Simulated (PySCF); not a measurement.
# C3H2N (SMILES [H]/N=[C]/C#C) at G0W0@PBE/def2-SVP

Aim: quasiparticle levels of C3H2N. 

The results are computed with PySCF 2.14.0.

6 further runs of the same task are left out: 6 set aside as unsound or not needed.

## 1. Starting point

C3H2N has 6 atoms, charge 0, and is taken as a doublet. As SMILES, `[H]/N=[C]/C#C`. Geometry: relaxed at GFN2-xTB.

Bond lengths: C1–C2 1.234 Å, C2–C3 1.318 Å, C3–N4 1.224 Å, C1–H5 1.051 Å, N4–H6 1.014 Å. Angles: C1–C2–C3 162.0°, C2–C3–N4 152.5°, C2–C1–H5 157.5°, C3–N4–H6 121.8°.

## 2. Quasiparticle levels at G0W0@PBE/def2-SVP

run.py reads:

```python
from pyscf import gto, dft
from pyscf.gw.ugw_ac import UGWAC

mol = gto.M(
    atom='''
C      1.528910     0.134890    -0.963860
C      0.565090     0.019690    -0.201230
C     -0.667520    -0.028160     0.262280
N     -1.483520    -0.174770     1.162930
H      2.538190     0.156530    -1.256720
H     -2.481150    -0.108170     0.996590
''',
    max_memory=1860,
    verbose=3,
    spin=1,
    basis='def2-svp',
    charge=0,
)

mf = dft.UKS(mol, xc='pbe')
mf.conv_tol = 0.0001
mf.grids.level = 4
mf.kernel()

etot = mf.e_tot
print('E = %.10f Eh' % etot)

nocc = mol.nelec[0]
orbs = list(range(max(0, nocc - 2), min(mol.nao, nocc + 2)))
mygw = UGWAC(mf)
mygw.orbs = orbs
mygw.kernel()
for s in range(2):
    print('spin', s)
    for p in orbs:
        print('%4d %12.4f %12.4f' % (p + 1, mf.mo_energy[s][p] * 27.211386, mygw.mo_energy[s][p] * 27.211386))
```

The run is started by

```console
$ OMP_NUM_THREADS=1 python run.py
```

What values should one expect? Wanted: ground-state or mean-field energy; dipole moment; HOMO energy; LUMO energy; ⟨S²⟩ of the reference determinant.

Computed results:

At G0W0@PBE/def2-SVP, 4 core orbitals frozen:

| quantity | value |
| --- | --- |
| ground-state or mean-field energy | -169.78919 Eh |
| dipole moment (PBE Kohn–Sham density) | 0.74 D |
| HOMO energy (PBE Kohn–Sham orbitals) (highest over α and β) | -4.03 eV |
| LUMO energy (PBE Kohn–Sham orbitals) (lowest over α and β) | -2.91 eV |
| ⟨S²⟩ of the reference determinant | 0.758 |
